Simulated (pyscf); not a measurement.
Optimised with ωB97X-D3(BJ)/def2-SVP in PySCF.

Q: `[CH3][CH3]` + `[CH2][Br]` [doublet] -> `[CH3][CH2][Br]` + `[CH3]` [doublet]
Surface: doublet. Broken: C–C. Formed: C–C. Give ΔE‡ and ΔE from ωB97X-D3(BJ)/def2-TZVP, relative to the separated reactants.

A: ΔE‡ = 210.9 kJ/mol, ΔE = +5.2 kJ/mol. ωB97M-D3(BJ)/def2-TZVP gives 208.7 kJ/mol and +4.8 kJ/mol. Zero-point energy shifts the barrier by +4.3 kJ/mol. It is a substitution at C, with an imaginary mode of 1263i cm⁻¹. One saddle was located; it need not be the lowest between these sides. The angle at the attacked C is 179°. Elements up to Kr have no core potential and no relativistic terms here.
